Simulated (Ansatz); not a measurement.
Basis-set series for CH₃AlS. The species carries charge 0 and has multiplicity 1. The bonds changed during the relaxation, so this is another structure than the one it started from. The geometry is a stationary point of PBE0-D4/def2-TZVP.

Z-matrix (Å, degrees):
```
Al
S 1 2.399
C 1 1.959 2 42.6
H 1 1.581 2 112.9 3 -105.5
H 1 1.581 2 112.8 3 105.6
H 3 1.089 1 156.6 2 -180.0
```

| functional | basis | functions | energy (Eh) | HOMO (eV) | LUMO (eV) |
| --- | --- | --- | --- | --- | --- |
| PBE0-D4 | def2-TZVPP | 157 | -680.22150 | -7.30 | -3.06 |
| PBE0-D4 | def2-QZVPP | 287 | -680.24324 | -7.30 | -3.08 |
| ωB97M-V | def2-TZVPP | 157 | -680.46444 | -9.43 | -0.81 |
| ωB97M-V | def2-QZVPP | 287 | -680.48518 | -9.44 | -0.86 |

Problem. Give the rows for def2-SVP. (An estimate is asked.)

Solution. The calculation gave: 
```json
{"functional": "PBE0-D4", "basis": "def2-SVP", "functions": "65", "energy (Eh)": "-679.95308", "HOMO (eV)": "-7.32", "LUMO (eV)": "-3.01"}
{"functional": "ωB97M-V", "basis": "def2-SVP", "functions": "65", "energy (Eh)": "-680.19508", "HOMO (eV)": "-9.41", "LUMO (eV)": "-0.66"}
```

Computed with Ansatz.
